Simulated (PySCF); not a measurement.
phosphine (H3P), SMILES P. Geometry optimised at PBE-D3(BJ)/def2-TZVPD.

Q: Give the equilibrium geometry at PBE-D3(BJ)/def2-TZVPD (PySCF confirms it by a frequency run) as Cartesian coordinates in Å, and its point group. (The exact figures need the calculation; the answer reports its results.)

A: point group C3v.
```xyz
4

P      0.0000     0.0000     0.1320
H      1.0326    -0.5962    -0.6599
H     -1.0326    -0.5962    -0.6599
H      0.0000     1.1924    -0.6599
```
